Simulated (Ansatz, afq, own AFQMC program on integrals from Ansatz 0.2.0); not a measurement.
AFQMC on a folder of integrals that Ansatz 0.2.0 wrote.

```yaml
crystal:
  periodic: [false, false, false]
  atoms:
    - {symbol: B, position_ang: [0.000000, 0.285752, 1.411356]}
    - {symbol: Al, position_ang: [0.000000, -0.077706, -0.611176]}
    - {symbol: H, position_ang: [0.000000, 0.497497, 2.589653]}
    - {symbol: H, position_ang: [0.000000, -1.482324, -1.367068]}
basis:
  gaussian: {orbitals: cc-pVDZ}
magnetization: {spin_polarized: false}
correlation: {method: ccsd_t, electrons: outside_noble_gas, hamiltonian_folder: ham}
```

```sh
$ ansatz run in.yaml --threads 1 --pin off --events-out ev --progress --plain --max-ram 1382MiB
```

Options of the walk:

```
--method free --trial cisd --walkers 70 --time-step 0.03 --max-blocks 80 --target-error 0.00034 --factor-cut 1e-05 --seed 5724 --times 0,0.3,0.6,1.2,1.8,2.4,3.6,4.8,6 --taylor-order 8
```

Times are imaginary, in 1/Eh. The walk had a cap of 482 s.

Output of the walk:

```
orbitals 36  electrons 4 4  factors 266 of 401
reference energy -267.60113927 Eh
CCSD correlation -0.17491557 Eh in 15 cycles, weight of the determinant in the CISD state 0.8222
repeat  energy at the last time / Eh  error
    10  -267.786746  0.001625
    20  -267.785130  0.001046
    30  -267.785122  0.000825
    40  -267.785645  0.000810
    50  -267.785178  0.000780
    60  -267.785486  0.000721
    70  -267.785088  0.000672
    80  -267.784991  0.000656
time / (1/Eh)  energy / Eh  error  mean overlap
  0.00  -267.776007  0.000200  1.2161
  0.30  -267.779894  0.000231  1.2214
  0.60  -267.782078  0.000289  1.2211
  1.20  -267.784258  0.000299  1.2117
  1.80  -267.784979  0.000391  1.2315
  2.40  -267.785543  0.000423  1.2376
  3.60  -267.785792  0.000440  1.2566
  4.80  -267.787184  0.000617  1.2547
  6.00  -267.784991  0.000656  1.2775
energy -267.784991 +/- 0.000656 Eh
```

The run passed its tests (error under three times the target), which doesn't prove that it has relaxed.

Against this walk (error 17.8 meV) on the same determinant: CCSD(T) 21.3 meV higher (within the noise), CCSDT(Q) 47.4 meV lower. The error is statistical, and a free projection of finite length keeps a remainder of its start. The last points scatter (meV from the last: 0 ± 11 at 1.80, -15 ± 12 at 2.40, -22 ± 12 at 3.60, -60 ± 17 at 4.80, 0 ± 18 at 6.00); the last is the one printed as the energy, and the gaps above move with that scatter.

Cautions: remainder of the start not in the error; error above the target (17.8 against 9.3 meV); higher spins were not checked; restricted determinant unstable towards unrestricted (UHF 1.17 eV lower, ⟨S²⟩ 1.04); strong correlation (T1 0.029, weight of the determinant 0.82, largest double 0.26); CCSDT(Q) on the UHF determinant differs (345 meV lower), perhaps since the unrestricted series falls towards higher spin.

The walk took 110 s on 1 thread of Intel(R) Xeon(R) Platinum 8488C (Sapphire Rapids) (shared host). The log's last line is the free-projection energy.

CCSDT and higher add their correlation energy to the determinant of the CCSD(T) run, since their own runs factorise the integrals more tightly (a shift of under 2 meV). A walk keeps the symmetry of its determinant, which the program's search chose and which needn't be the lowest solution, so a lower state of the same spin and another symmetry isn't excluded.
